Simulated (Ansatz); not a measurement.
A made-up structure of SiH$_{4}$SO, singlet:

```
7
angstrom
Si -0.6668 0.5381 -0.1807
O 1.0273 -1.6148 0.4922
S 0.1738 -0.2883 1.0021
H -1.6240 -0.3651 -0.8645
H 0.2826 1.1023 -1.1740
H -1.3768 1.6202 0.5410
H 1.8588 -1.1673 0.2705
```

It is relaxed with PBE-D4/def2-SVP and then PBE0-D4/def2-TZVP (Ansatz 0.2.0). Atoms count as bonded within 1.22 times the sum of their covalent radii (H–H: 0.88 Å). The end point is not checked to be a true minimum.

Question: Does its bonding change? (Judge from chemistry; the calculation decides.)

Answer: Computed: No: no bond forms or breaks.

Where it ends: The first stage lowers the energy by 4.13 eV in 7 steps. It ends as SiH₄SO ([OH][S][SiH3]):
```
7
angstrom
Si -0.7314 0.5958 -0.2409
O 1.0671 -1.6077 0.4559
S 0.2991 -0.4098 1.3428
H -1.6731 -0.3152 -0.9371
H 0.2298 1.1523 -1.2286
H -1.4657 1.6900 0.4457
H 1.9491 -1.2802 0.2490
```

Labels in which every atom is bracketed show which atoms are joined, not bond orders.

For scale, one of the runs: PBE0-D4/def2-TZVP relaxation, 129 basis functions, launched by `ansatz run in.yaml --threads 2 --pin off --events-out ev --progress --plain --max-ram 4352MiB`. Hardware: 2 CPU threads of an Arm Neoverse N1, shared host. Wall time about 29 s.
